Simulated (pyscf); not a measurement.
H₂N–SiH(F)–F + H₂ → H₂N–SiH₂–F + HF, a four-centre exchange (singlet surface; F–Si, H–H broken, H–Si, F–H formed). Structures and frequencies: ωB97X-D3(BJ)/def2-SVP in PySCF. Energies in kJ/mol from the separated reactants.

Small-basis levels: PySCF, no dispersion term, spherical d functions. AM1 to PM7: differences of heats of formation from MOPAC, which are fitted to 298 K values and so differ in kind from electronic energies by zero-point and thermal terms. GFN2-xTB: tblite. Cost: rough CPU time at the saddle relative to B3LYP/6-31G*, from one job on a shared machine.

| level | barrier | reaction energy | cost |
|---|---|---|---|
| HF/6-31G* | 320.6 | +155.4 | 0.10 |
| SVWN5/6-31G* | 173.8 | +175.2 | 1.0 |
| B3LYP/LANL2DZ | 221.5 | +93.2 | 0.7 |
| B3LYP/6-31G* | 250.0 | +174.5 | 1 |
| B3LYP/6-311+G** | 220.3 | +106.1 | 2 |
| GFN2-xTB | 270.7 | +121.7 | under 0.02 |
| PM3 | 470.2 | +212.3 | under 0.02 |
| PM6 | 268.0 | +250.6 | under 0.02 |
| PM7 | 426.9 | +265.5 | under 0.02 |
| ωB97M-D3(BJ)/def2-TZVP | 227.9 | +139.0 | – |

Against the last row the barrier runs from -54.1 (SVWN5/6-31G*) to +242.2 kJ/mol (PM3). At SVWN5/6-31G* this geometry lies under one side, so the entry may be no barrier of that level: it is a single point on another level's saddle. ωB97M-D3(BJ)/def2-TZVP has limits of its own. On the product side the descent ends in a bound adduct (not fully relaxed), 34.7 kJ/mol under the separated species and 125.6 kJ/mol under the saddle at ωB97X-D3(BJ)/def2-TZVP. The same reactants have a lower exit, to F–SiH₂–F + NH₃ (barrier +199.1 kJ/mol at ωB97M-D3(BJ)/def2-TZVP, against +227.9 kJ/mol here). One saddle was located; it need not be the lowest between these sides.
